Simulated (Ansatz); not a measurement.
Species: C₂H₃, SMILES `[CH]=C` (charge 0, multiplicity 2).

Task: Give a relaxed geometry from PBE-D3(BJ)/def2-TZVP (Ansatz, a quantum-chemistry and plane-wave program).

Result: the end point of this relaxation (outside a Z-matrix the atoms follow the SMILES, hydrogens last).
Cartesian coordinates (Å) in one orientation:
```xyz
5

C      0.757    -0.424    -0.020
C     -0.463     0.032     0.102
H      1.722    -0.088    -0.390
H     -1.272    -0.566     0.536
H     -0.743     1.046    -0.227
```
